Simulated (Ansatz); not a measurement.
A nudged elastic band was laid between two geometries of C2H4S2 (8 atoms, charge 0, multiplicity 1).

The calculation used RKS PBE0-D4/6-31G* in Ansatz 0.2.0.

```
movable images  : 9
climbing image  : yes
spring          : 5.0 eV/Å²
optimiser       : quadratic models (default)
start path      : IDPP
force threshold : 0.05 eV/Å
iteration limit : 58
end points      : relaxed
```

Image 0:

```xyz
8
Properties=species:S:1:pos:R:3
C -0.015 1.032 -0.263
C 0.176 -0.452 -0.114
S 1.127 -1.351 -1.089
S -0.742 -1.086 1.241
H 0.520 1.392 -1.142
H -1.080 1.278 -0.358
H 0.362 1.553 0.626
H -0.349 -2.365 1.101
```

Image 10:

```xyz
8
Properties=species:S:1:pos:R:3
C -0.258 0.990 -0.296
C 0.014 -0.479 -0.134
S -0.261 -1.592 -1.296
S 0.669 -0.842 1.453
H 0.675 1.560 -0.202
H -0.700 1.185 -1.273
H -0.937 1.346 0.489
H 0.797 -2.167 1.260
```

**Question.** Which bonds break or form, and what moves?

**Answer.** No bond is made or broken. The dihedral H6–C1–C2–S3 goes from 125 to 3°. The two ends are copies of one structure, up to a mirror image or an exchange of like atoms.

**Question.** What energy profile does the band end with?

**Answer.** It converged. The highest image is number 5 of 0 to 10, 0.013 eV above the ends, which have the same energy within 2 meV. A vibrational analysis at the climbing image gives one clearly imaginary mode, 94i cm⁻¹: a first-order saddle point.

| image | path coordinate (Å) | energy (eV) | dihedral H6–C1–C2–S3 (°) |
| --- | --- | --- | --- |
| 0 | 0.00 | 0.000 | 125 |
| 1 | 0.31 | 0.000 | 111 |
| 2 | 0.62 | 0.002 | 97 |
| 3 | 0.93 | 0.006 | 84 |
| 4 | 1.24 | 0.011 | 71 |
| 5 | 1.55 | 0.013 | 59 |
| 6 | 1.83 | 0.011 | 48 |
| 7 | 2.12 | 0.007 | 37 |
| 8 | 2.41 | 0.003 | 26 |
| 9 | 2.69 | 0.001 | 14 |
| 10 | 2.98 | 0.000 | 3 |

**Question.** What is the geometry of the highest image?

**Answer.** 
```xyz
8
Properties=species:S:1:pos:R:3:forces:R:3
C -0.141 1.015 -0.279 0.00 0.00 -0.01
C 0.074 -0.468 -0.136 0.00 -0.01 0.00
S 0.260 -1.471 -1.411 0.00 0.00 0.00
S 0.096 -0.968 1.540 0.00 0.00 0.00
H 0.698 1.447 -0.833 0.00 0.00 0.00
H -1.044 1.191 -0.871 0.00 0.00 0.00
H -0.238 1.532 0.680 0.00 0.00 0.00
H 0.295 -2.279 1.309 0.00 0.00 0.00
```

The run took 3.2 min on 1 thread of Intel(R) Xeon(R) Processor @ 2.70GHz, on a shared host, peak memory 0.16 GiB.
